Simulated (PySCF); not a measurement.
FCl, SMILES FCl, singlet (CAM-B3LYP/def2-SVP optimised geometry):

```
2

F     -0.822     0.000     0.000
Cl     0.822     0.000     0.000
```

Calculation: CAM-B3LYP/def2-TZVP run with PySCF 2.14.0.

Task: What are the frontier orbital energies and the dipole moment?

Result: HOMO-2 -15.33 eV, HOMO-1 -10.96 eV, HOMO -10.96 eV, LUMO -1.96 eV, LUMO+1 9.31 eV; dipole moment 1.07 D.

On the same geometry PBE/def2-TZVP (PySCF) gives HOMO-2 -11.54 eV, HOMO-1 -7.79 eV, HOMO -7.79 eV, LUMO -4.49 eV, LUMO+1 7.26 eV; dipole moment 0.87 D.

Meta-Löwdin charges at CAM-B3LYP/def2-TZVP: F1 -0.30, Cl2 0.30.
